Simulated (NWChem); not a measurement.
## Correlation energy of silicon monoxide (OSi)

```xyz
2

Si     0.0000     0.0000     0.5539
O      0.0000     0.0000    -0.9694
```
Charge 0, spin multiplicity 1.

Everything below was run with NWChem. The geometry was optimised at PBE0/def2-SVP, a minimum by its harmonic frequencies.

Basis set: def2-SVP. Each correlation energy counts from its own Hartree-Fock reference.

The correlated methods keep 6 core orbitals frozen. No row is a measurement; the coupled-cluster row has its own basis-set and correlation limits.

Task: Order these methods by the correlation energy they give, lowest first: MP2, SCS-MP2, CR-CCSD[T], CR-CCSD(T).

Result: CR-CCSD[T] (-290.0 mHa), CR-CCSD(T) (-287.8 mHa), MP2 (-273.1 mHa), SCS-MP2 (-265.5 mHa)
